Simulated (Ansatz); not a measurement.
```yaml
crystal:
  periodic: [false, false, false]
  atoms:
    - {symbol: C, position_ang: [0.847952, -1.738453, 0.906119]}
    - {symbol: N, position_ang: [0.383901, -0.786821, 0.410215]}
    - {symbol: C, position_ang: [-0.172632, 0.353924, -0.184473]}
    - {symbol: F, position_ang: [-1.291211, 0.037132, -0.816485]}
    - {symbol: F, position_ang: [0.677842, 0.873430, -1.055003]}
    - {symbol: F, position_ang: [-0.445853, 1.260787, 0.739628]}
basis:
  gaussian: {orbitals: x2c-TZVPPall}
total_charge: 4
hamiltonian: {xc: {name: r2SCAN50}}
accuracy: high
```

```sh
$ ansatz run in.yaml --threads 4 --pin off --events-out ev --progress --plain --max-ram 10444MiB
```

Shortened log:

```
Functional definition: r2SCAN50
3135 factors; integrals over basis functions are off by at most 4.7e-9 eV
mean field evaluation 1: about -11561.2125 eV, gradient 1.5e2 eV
mean field evaluation 2: about -10784.6457 eV, gradient 5.0e2 eV
mean field evaluation 4: about -11590.9585 eV, gradient 1.1e2 eV
mean field evaluation 8: about -11613.5967 eV, gradient 1.1e1 eV
mean field evaluation 16: about -11613.9809 eV, gradient 2.8e-1 eV
mean field evaluation 32: about -11613.9880 eV, gradient 3.8e-3 eV
mean field evaluation 64: about -11613.9880 eV, gradient 1.0e-7 eV
mean field -11613.98803291 eV, -426.8061879657 hartree, gradient 3.6e-8 eV, S^2 0.000000; 4 other end points of the search recorded, 0 dependent functions left out
reference -11613.98803317 eV, -426.8061879752 hartree; 21, 21 occupied and 165, 165 virtual orbitals, 3135 factors
Total energy: -11613.98803317 eV, -426.8061879752 hartree
Relativity: scalar
```

Question: Something in this input is off. What?

Answer: The charge is far from anything that the molecule holds. The calculation finished and met its thresholds. The result belongs to that input, not to the molecule as meant.
